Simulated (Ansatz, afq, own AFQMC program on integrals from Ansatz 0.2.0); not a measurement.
GeH, quartet: a scan with AFQMC

```json
{"atom": "Ge", "x (Å)": "0.0000", "y (Å)": "0.0000", "z (Å)": "0.0000"}
{"atom": "H", "x (Å)": "0.0000", "y (Å)": "0.0000", "z (Å)": "1.5719"}
```

The Ge1–H2 distance is changed with both sides rigid. Energies in kcal/mol count from this geometry (1.572 Å) at the same level; the start stands on UHF, each point on the determinant named.

Basis cc-pVTZ. Only valence electrons are correlated. AFQMC by an in-house program on the Cholesky factors that Ansatz 0.2.0 writes for its CCSD(T) run. ph-AFQMC/CISD is guided by a CISD state made of CCSD amplitudes; releasing the constraint for a short imaginary time cuts its bias at the price of noise, slowly where states lie close. Uncertainties: one standard error, sampling alone. No spin–orbit coupling.

Cautions, each for one point or more: CCSDTQ on the ROHF determinant differs, by its state or its frozen core; inner d shell frozen; lower spins were not checked; no relativity below Rb; no spin-orbit coupling.

```json
{"r(Ge1–H2) / Å": "1.448", "det.": "UHF", "T1": "0.026", "weight": "0.94", "⟨S²⟩": "3.75", "B3LYP": "3.1", "r2SCAN": "2.2", "CCSD(T)": "2.7"}
{"r(Ge1–H2) / Å": "1.771", "det.": "UHF", "T1": "0.027", "weight": "0.93", "⟨S²⟩": "3.78", "B3LYP": "2.4", "r2SCAN": "3.9", "CCSD(T)": "4.0"}
{"r(Ge1–H2) / Å": "2.119", "det.": "UHF", "T1": "0.026", "weight": "0.93", "⟨S²⟩": "3.78", "B3LYP": "10.5", "r2SCAN": "14.1", "CCSD(T)": "15.1"}
{"r(Ge1–H2) / Å": "2.956", "det.": "UHF", "T1": "0.009", "weight": "0.94", "⟨S²⟩": "3.76", "B3LYP": "18.4", "r2SCAN": "25.4", "CCSD(T)": "23.8"}
{"r(Ge1–H2) / Å": "4.289", "det.": "UHF", "T1": "0.008", "weight": "0.94", "⟨S²⟩": "3.76", "B3LYP": "19.9", "r2SCAN": "27.9", "CCSD(T)": "25.0"}
```

Estimate the curve of full CI, counted from the same start.


```json
{"r(Ge1–H2) / Å": "1.448", "det.": "UHF", "T1": "0.026", "weight": "0.94", "⟨S²⟩": "3.75", "FCI": "2.7", "ph-AFQMC/CISD": "2.7 ± 0.03", "CCSDT(Q)": "2.7"}
{"r(Ge1–H2) / Å": "1.771", "det.": "UHF", "T1": "0.027", "weight": "0.93", "⟨S²⟩": "3.78", "FCI": "3.9", "ph-AFQMC/CISD": "4.0 ± 0.04", "CCSDT(Q)": "4.0"}
{"r(Ge1–H2) / Å": "2.119", "det.": "UHF", "T1": "0.026", "weight": "0.93", "⟨S²⟩": "3.78", "FCI": "15.1", "ph-AFQMC/CISD": "15.1 ± 0.04", "CCSDT(Q)": "15.1"}
{"r(Ge1–H2) / Å": "2.956", "det.": "UHF", "T1": "0.009", "weight": "0.94", "⟨S²⟩": "3.76", "FCI": "23.9", "ph-AFQMC/CISD": "23.9 ± 0.03", "CCSDT(Q)": "23.9"}
{"r(Ge1–H2) / Å": "4.289", "det.": "UHF", "T1": "0.008", "weight": "0.94", "⟨S²⟩": "3.76", "FCI": "25.1", "ph-AFQMC/CISD": "25.0 ± 0.04", "CCSDT(Q)": "25.1"}
```

Weight is that of the determinant in the CISD state; at the start T1 is 0.027 and the weight 0.94, and ⟨S²⟩ is 3.76. Largest departures from full CI: CCSD(T) -0.1 kcal/mol at 4.289 (on UHF), ph-AFQMC/CISD 0.1 kcal/mol at 1.771 (on UHF) (within the noise), CCSDT(Q) 0.0 kcal/mol at 2.119 (on UHF), B3LYP -5.5 kcal/mol at 2.956, r2SCAN 2.9 kcal/mol at 4.289. Functionals count only at points shown to share the start's state and spin.

CCSDT and higher add their correlation energy to the determinant of the CCSD(T) run, since their own runs factorise the integrals more tightly (a shift of under 2 meV). A walk keeps the symmetry of its determinant, which the program's search chose and which needn't be the lowest solution, so a lower state of the same spin and another symmetry isn't excluded.
